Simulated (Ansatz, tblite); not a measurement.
Removing and adding an electron: C2H2 (the lowest singlet isomer of a short search). Total charge 0; singlet. Geometry: PBE-D4/def2-TZVP. Ansatz, gas phase; energy differences of separate SCF runs; the oxidised species was run as a doublet alone; the reduced species was run as a doublet alone.

```xyz
4

C     0.1949    0.1292    0.5567
C    -0.1950   -0.1292   -0.5566
H     0.5395    0.3591    1.5443
H    -0.5394   -0.3592   -1.5443
```

The xTB rows come from tblite. Correlated methods freeze 2 core orbitals. The structure comes from a short search, and lower isomers may exist.

```csv
level,−HOMO (eV),vertical IE (eV),−LUMO (eV),vertical EA (eV),HOMO–LUMO gap (eV),IE − EA (eV),remarks
GFN1-xTB,12.63,17.41,5.46,0.86,7.17,16.55,–
GFN2-xTB,11.44,16.85,4.36,-0.66,7.07,17.51,–
HF/def2-TZVPD,–,–,–,-2.00,–,–,HOMO above zero (-1 doublet)
HF/def2-TZVPP,–,9.75,–,–,–,–,–
PBE-D4/def2-TZVP,7.13,11.37,0.26,–,6.87,–,–
PBE-D4/def2-TZVPD,7.16,–,0.36,-1.46,6.79,–,HOMO above zero (-1 doublet)
r2SCAN-D4/def2-TZVP,7.36,11.20,-0.10,–,7.46,–,–
r2SCAN-D4/def2-TZVPD,7.38,–,-0.02,-1.61,7.39,–,HOMO above zero (-1 doublet)
PBE0-D4/def2-TZVP,8.38,11.24,-0.80,–,9.18,–,–
PBE0-D4/def2-TZVPD,8.40,–,-0.65,-1.54,9.05,–,HOMO above zero (-1 doublet)
MP2/def2-TZVPD,–,–,–,-1.76,–,–,HOMO above zero (-1 doublet)
MP2/def2-TZVPP,–,11.56,–,–,–,–,–
CCSD/def2-TZVPD,–,–,–,-1.78,–,–,HOMO above zero (-1 doublet)
CCSD/def2-TZVPP,–,11.24,–,–,–,–,–
CCSD(T)/def2-TZVPD,–,–,–,-1.75,–,–,HOMO above zero (-1 doublet)
CCSD(T)/def2-TZVPP,–,11.39,–,–,–,–,–
```

   A HOMO above zero means that the electron is unbound at that level or that self-interaction error raises the level; the energy of removing that electron tells which. Raw xTB energy differences between charge states are shifted by several eV; the methods need an empirical correction for them. A negative affinity means that the extra electron isn't bound; its size then hangs on the basis.
